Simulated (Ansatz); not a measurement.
## How far each method lies from UCCSDTQ for CO, triplet

Geometry: a PBE0/def2-TZVP stationary point for this spin. The singlet lies 5.9 eV lower here.

```yaml
atoms:
  - { symbol: O, position_ang: [0.0000, 0.0000, 0.0000] }
  - { symbol: C, position_ang: [0.0000, 0.0000, 1.1955] }
```

Basis cc-pVDZ; Ansatz 0.2.0. Only valence electrons are correlated (noble-gas cores frozen), which leaves 10 electrons in 26 orbitals. R marks a restricted (for open shells ROHF) determinant, U an unrestricted one. Active spaces: valence = (10e, 8o) chosen from the atoms' valence shells.

Full CI isn't at hand for all of this; UCCSDTQ serves as the reference, and is uncertain by about the last step of the cluster series. The frozen core follows each run's orbitals, which can shift R against U totals by a few meV.

Unrestricted rows (U) aren't spin-pure: their determinants' ⟨S²⟩ exceeds S(S+1) by up to 0.20, so they mix in states of higher spin. For open shells CISD and CISDTQ are restricted-active-space CI with the open shells as a complete middle space.

The UHF ⟨S²⟩ is 2.198 and the T1 diagnostic (RCCSD) is 0.0364. The largest doubles amplitude (RCCSD) is 0.107 and the T1 diagnostic (UCCSD) is 0.0537.

| level | E − E(UCCSDTQ) (mEh) | share of correlation (%) | wall time |
| --- | --- | --- | --- |
| RHF | 288.90 | 0.00 | – |
| UHF | 277.30 | 4.02 | – |
| RMP2 | 21.47 | 92.57 | – |
| UMP2 | 34.63 | 88.01 | – |
| CISD | 27.98 | 90.31 | 1 s |
| RCCSD | 11.88 | 95.89 | – |
| UCCSD | 11.28 | 96.10 | – |
| RCCSD(T) | 1.84 | 99.36 | 1.3 s |
| UCCSD(T) | 2.43 | 99.16 | 1.1 s |
| BCCD(T) | 2.02 | 99.30 | 1.5 s |
| RCCSDT | 0.92 | 99.68 | – |
| UCCSDT | 0.85 | 99.71 | – |
| CISDTQ | 1.10 | 99.62 | 20 s (H100) |
| RCCSDT(Q) | -0.01 | 100.00 | 7.5 s |
| UCCSDT(Q) | -0.39 | 100.13 | 7 s |
| RCCSDTQ | 0.01 | 100.00 | 70 s (H100) |
| CASSCF (valence space) | 186.67 | 35.39 | – |
| NEVPT2 (valence space) | 32.46 | 88.76 | 1.6 s |
| MRCISD (valence space) | 9.64 | 96.66 | – |
| MRCISD+Q (valence space) | 0.84 | 99.71 | 2.3 s |

The correlation energy at UCCSDTQ, counted from RHF, is -7.861 eV. That run took 49 s on 2 threads of AMD EPYC 7R13 with a shared H100 80 GB, shared host.

Times hold each run's SCF and search for its determinant on a shared host, so for small cases they say little of a method's own cost; rows without a card ran on 1 thread of AMD EPYC 7R13.

Natural occupations of CASSCF (valence space) about the gap: 1.983 1.973 1.921 1.016 1.006 0.083 0.021; effectively unpaired electrons, Σ n²(2−n)², 2.05.
